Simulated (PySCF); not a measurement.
**M06-2X/STO-6G run of C2Si**

Aim: the energy change on altering one bond length of C2Si at M06-2X/STO-6G, from 2 runs. The job is set up through a Python script.

The results are computed with PySCF 2.14.0.

29 further runs of the same task are left out: 10 that didn't finish, 19 set aside as unsound or not needed.

## 1. Starting point

C2Si has 3 atoms, charge 0, and is taken as a singlet. The coordinates come from a GFN2-xTB relaxation.

Bond lengths: C1–C2 1.259 Å, C2–Si3 1.781 Å. Angles: C1–C2–Si3 180.0°.

## 2. The energy at M06-2X/STO-6G

Contents of input.py:

```python
# Silicon dicarbide
from pyscf import gto, dft

molecule = gto.Mole()
molecule.atom = [
    ('C', (-1.111830, 0.737510, -0.522770)),
    ('C', (-0.135170, 0.089220, -0.063600)),
    ('Si', (1.247000, -0.826740, 0.586370)),
]
molecule.verbose = 4
molecule.basis = 'sto-6g'
molecule.spin = 0
molecule.max_memory = 1860
molecule.build()

ks = dft.RKS(molecule)
ks.xc = 'm06-2x'
ks.grids.level = 5
ks.conv_tol = 1e-10
ks.kernel()
if not ks.converged:
    ks = ks.newton().run(ks.mo_coeff, ks.mo_occ)

etot = ks.e_tot
print('E = %.10f Eh' % etot)
```

Started as:

```console
$ OMP_NUM_THREADS=1 python input.py
```

Log:

```text
PySCF version 2.14.0

[INPUT] num. atoms = 3
[INPUT] num. electrons = 26
[INPUT] charge = 0
[INPUT] spin (= nelec alpha-beta = 2S) = 0
[INPUT] symmetry False subgroup None
[INPUT] Mole.unit = angstrom
[INPUT] Symbol           X                Y                Z      unit          X                Y                Z       unit  Magmom
[INPUT]  1 C     -1.111830000000   0.737510000000  -0.522770000000 AA   -2.101054197075   1.393691914128  -0.987892126139 Bohr   0.0
[INPUT]  2 C     -0.135170000000   0.089220000000  -0.063600000000 AA   -0.255434280257   0.168601364834  -0.120186581522 Bohr   0.0
[INPUT]  3 Si     1.247000000000  -0.826740000000   0.586370000000 AA    2.356488477333  -1.562312176223   1.108078707661 Bohr   0.0

nuclear repulsion = 54.7130620891418
number of shells = 11
number of NR pGTOs = 114
number of NR cGTOs = 19
basis = sto-6g
ecp = {}

******** <class 'pyscf.dft.rks.RKS'> ********
method = RKS
initial guess = minao
damping factor = 0
level_shift factor = 0
DIIS = <class 'pyscf.scf.diis.CDIIS'>
diis_start_cycle = 1
diis_space = 8
diis_damp = 0
SCF conv_tol = 1e-10
SCF conv_tol_grad = None
SCF max_cycles = 50
direct_scf = True
direct_scf_tol = 1e-13
XC library pyscf.dft.libxc version 7.0.0
    S. Lehtola, C. Steigemann, M. J.T. Oliveira, and M. A.L. Marques.,  SoftwareX 7, 1–5 (2018)
XC functionals = m06-2x
    Y. Zhao and D. G. Truhlar.,  Theor. Chem. Acc. 120, 215 (2008)
    Y. Zhao and D. G. Truhlar.,  Theor. Chem. Acc. 120, 215 (2008)
radial grids:
    Treutler-Ahlrichs [JCP 102, 346 (1995); DOI:10.1063/1.469408] (M4) radial grids

becke partition: Becke, JCP 88, 2547 (1988); DOI:10.1063/1.454033
pruning grids: <function nwchem_prune>
grids dens level: 5
symmetrized grids: False
atomic radii adjust function: <function treutler_atomic_radii_adjust>
small_rho_cutoff = 0
Set gradient conv threshold to 1e-05
Initial guess from minao.
tot grids = 129512
init E= -364.217108104675
  HOMO = -0.218453632209576  LUMO = -0.0279589951889489  gap/eV = 5.18362
cycle= 1 E= -364.034074940015  delta_E= 0.183  |g|= 0.41  |ddm|= 2.78
  HOMO = -0.0111532235749918  LUMO = 0.0219597493883232  gap/eV = 0.90105
cycle= 2 E= -363.118017043352  delta_E= 0.916  |g|=  1.6  |ddm|= 2.67
  HOMO = -0.140986582267805  LUMO = 0.0281961672093022  gap/eV = 4.60370
cycle= 3 E= -364.13900188528  delta_E= -1.02  |g|= 0.131  |ddm|= 1.83
  HOMO = -0.177181105420392  LUMO = 0.0415371840047679  gap/eV = 5.95163
cycle= 4 E= -364.145454897058  delta_E= -0.00645  |g|= 0.0721  |ddm|= 0.233
  HOMO = -0.17566798235991  LUMO = 0.0435182339698329  gap/eV = 5.96436
cycle= 5 E= -364.146986069594  delta_E= -0.00153  |g|= 0.00443  |ddm|= 0.0801
  HOMO = -0.175533167167011  LUMO = 0.0429607845033583  gap/eV = 5.94552
cycle= 6 E= -364.146991672268  delta_E= -5.6e-06  |g|= 0.00161  |ddm|= 0.00866
  HOMO = -0.175218820864666  LUMO = 0.0428401172783078  gap/eV = 5.93369
cycle= 7 E= -364.146992784098  delta_E= -1.11e-06  |g|= 0.000206  |ddm|= 0.00252
  HOMO = -0.175183716428173  LUMO = 0.0428234110471685  gap/eV = 5.93228
cycle= 8 E= -364.146992803502  delta_E= -1.94e-08  |g|= 2.13e-05  |ddm|= 0.000314
  HOMO = -0.175178948012011  LUMO = 0.0428211755894113  gap/eV = 5.93209
cycle= 9 E= -364.14699280371  delta_E= -2.07e-10  |g|= 1.95e-06  |ddm|= 3.87e-05
  HOMO = -0.175178521963366  LUMO = 0.0428210693684473  gap/eV = 5.93207
cycle= 10 E= -364.146992803711  delta_E= -1.53e-12  |g|= 1e-07  |ddm|= 3.64e-06
  HOMO = -0.17517848505609  LUMO = 0.0428210590526191  gap/eV = 5.93207
Extra cycle  E= -364.146992803711  delta_E= -1.71e-13  |g|= 1.31e-07  |ddm|= 3.59e-07
converged SCF energy = -364.146992803711
E = -364.1469928037 Eh
```

Run time: 3.3 s. Hardware: 1 thread of Arm Neoverse V2, shared host; peak memory 0.2 GiB.

## 3. The distorted shape at the same level

Contents of geometry.xyz:

```xyz
3

C     -1.388296     0.920723    -0.652779
C     -0.411636     0.272433    -0.193609
Si     1.247000    -0.826740     0.586370
```

Contents of input.py:

```python
from pyscf import gto, dft

mol = gto.Mole()
mol.atom = 'geometry.xyz'
mol.basis = 'sto-6g'
mol.max_memory = 1860
mol.verbose = 4
mol.build()

mf = dft.RKS(mol, xc='m06-2x')
mf.grids.level = 5
mf.conv_tol = 1e-10
mf.kernel()
if not mf.converged:
    mf = mf.newton().run(mf.mo_coeff, mf.mo_occ)

e_tot = mf.e_tot
print('Final energy', e_tot)
```

Started as:

```console
$ OMP_NUM_THREADS=1 python input.py
```

Log:

```text
PySCF version 2.14.0

[INPUT] num. atoms = 3
[INPUT] num. electrons = 26
[INPUT] charge = 0
[INPUT] spin (= nelec alpha-beta = 2S) = 0
[INPUT] symmetry False subgroup None
[INPUT] Mole.unit = angstrom
[INPUT] Symbol           X                Y                Z      unit          X                Y                Z       unit  Magmom
[INPUT]  1 C     -1.388296000000   0.920723000000  -0.652779000000 AA   -2.623499219829   1.739914306588  -1.233573529867 Bohr   0.0
[INPUT]  2 C     -0.411636000000   0.272433000000  -0.193609000000 AA   -0.777879303011   0.514823757294  -0.365867985251 Bohr   0.0
[INPUT]  3 Si     1.247000000000  -0.826740000000   0.586370000000 AA    2.356488477333  -1.562312176223   1.108078707661 Bohr   0.0

nuclear repulsion = 49.0190637008654
number of shells = 11
number of NR pGTOs = 114
number of NR cGTOs = 19
basis = sto-6g
ecp = {}

******** <class 'pyscf.dft.rks.RKS'> ********
method = RKS
initial guess = minao
damping factor = 0
level_shift factor = 0
DIIS = <class 'pyscf.scf.diis.CDIIS'>
diis_start_cycle = 1
diis_space = 8
diis_damp = 0
SCF conv_tol = 1e-10
SCF conv_tol_grad = None
SCF max_cycles = 50
direct_scf = True
direct_scf_tol = 1e-13
XC library pyscf.dft.libxc version 7.0.0
    S. Lehtola, C. Steigemann, M. J.T. Oliveira, and M. A.L. Marques.,  SoftwareX 7, 1–5 (2018)
XC functionals = m06-2x
    Y. Zhao and D. G. Truhlar.,  Theor. Chem. Acc. 120, 215 (2008)
    Y. Zhao and D. G. Truhlar.,  Theor. Chem. Acc. 120, 215 (2008)
radial grids:
    Treutler-Ahlrichs [JCP 102, 346 (1995); DOI:10.1063/1.469408] (M4) radial grids

becke partition: Becke, JCP 88, 2547 (1988); DOI:10.1063/1.454033
pruning grids: <function nwchem_prune>
grids dens level: 5
symmetrized grids: False
atomic radii adjust function: <function treutler_atomic_radii_adjust>
small_rho_cutoff = 0
Set gradient conv threshold to 1e-05
[... 1 set-up line as earlier in the session ...]
tot grids = 129512
init E= -363.966445523697
  HOMO = -0.214039735253454  LUMO = -0.013790793467073  gap/eV = 5.44905
cycle= 1 E= -363.830418716163  delta_E= 0.136  |g|= 0.513  |ddm|=  2.7

WARN: HOMO 0.0609660529849502 == LUMO 0.0609695133884666

cycle= 2 E= -360.270861198739  delta_E= 3.56  |g|= 1.87  |ddm|= 4.61
  HOMO = -0.125498240246853  LUMO = 0.00725381332242048  gap/eV = 3.61237
cycle= 3 E= -364.000205984113  delta_E= -3.73  |g|= 0.323  |ddm|= 4.32
  HOMO = -0.122338934755383  LUMO = 0.0102864359006495  gap/eV = 3.60892
cycle= 4 E= -364.030817798356  delta_E= -0.0306  |g|= 0.214  |ddm|= 0.331
  HOMO = -0.146837458740311  LUMO = 0.0169553780860282  gap/eV = 4.45703
cycle= 5 E= -364.053323008779  delta_E= -0.0225  |g|= 0.0664  |ddm|= 0.301
  HOMO = -0.13837352073672  LUMO = 0.0121510241027058  gap/eV = 4.09598
cycle= 6 E= -364.054728208867  delta_E= -0.00141  |g|= 0.0524  |ddm|= 0.211
  HOMO = -0.140999278004196  LUMO = 0.0137366656033563  gap/eV = 4.21058
cycle= 7 E= -364.055813117619  delta_E= -0.00108  |g|= 0.0245  |ddm|= 0.0458
  HOMO = -0.144063773979092  LUMO = 0.0154466511049571  gap/eV = 4.34050
cycle= 8 E= -364.056168675751  delta_E= -0.000356  |g|= 0.00245  |ddm|= 0.0538
  HOMO = -0.144667329909473  LUMO = 0.0157907817479968  gap/eV = 4.36629
cycle= 9 E= -364.056176225714  delta_E= -7.55e-06  |g|= 0.00415  |ddm|= 0.0273
  HOMO = -0.144106068597257  LUMO = 0.015468772253324  gap/eV = 4.34225
cycle= 10 E= -364.056185013714  delta_E= -8.79e-06  |g|= 0.000199  |ddm|= 0.00776
  HOMO = -0.144113735207624  LUMO = 0.0154864756913913  gap/eV = 4.34294
cycle= 11 E= -364.056185039679  delta_E= -2.6e-08  |g|= 3.56e-05  |ddm|= 0.000753
  HOMO = -0.144109627135869  LUMO = 0.0154851098983851  gap/eV = 4.34279
cycle= 12 E= -364.056185043712  delta_E= -4.03e-09  |g|= 8.2e-07  |ddm|= 0.000457
  HOMO = -0.144109262539921  LUMO = 0.015484875016034  gap/eV = 4.34278
cycle= 13 E= -364.056185043713  delta_E= -7.96e-13  |g|= 8.8e-07  |ddm|= 6.25e-06
  HOMO = -0.144108978898273  LUMO = 0.0154847155488016  gap/eV = 4.34277
Extra cycle  E= -364.056185043711  delta_E= 1.71e-12  |g|= 2.08e-06  |ddm|= 4.53e-06
converged SCF energy = -364.056185043711
Final energy -364.0561850437112
```

It took 3.9 s on 1 thread of Arm Neoverse V2, shared host; peak memory 0.2 GiB.

## 4. What came out

Level: M06-2X/STO-6G.

```
                                                          quantity          value
                                         first shape: total energy  -364.14699 Eh
                                        first shape: dipole moment         5.15 D
                                          first shape: HOMO energy       -4.77 eV
                                          first shape: LUMO energy        1.17 eV
                                        first shape: HOMO–LUMO gap        5.93 eV
                                     distorted shape: total energy  -364.05619 Eh
                                    distorted shape: dipole moment         7.11 D
                                      distorted shape: HOMO energy       -3.92 eV
                                      distorted shape: LUMO energy        0.42 eV
                                    distorted shape: HOMO–LUMO gap        4.34 eV
energy change with the C2–Si3 bond stretched from 1.781 to 2.137 Å       2.471 eV
```

What this shows: With the C2–Si3 bond stretched from 1.781 to 2.137 Å the energy rises by 2.47 eV (57 kcal/mol). The first shape isn't relaxed at this level, so the change isn't measured from a minimum. The minimal basis adds a large error of its own. Mulliken charges (distorted shape) run from -0.39 on C2 to +0.57 on Si3.
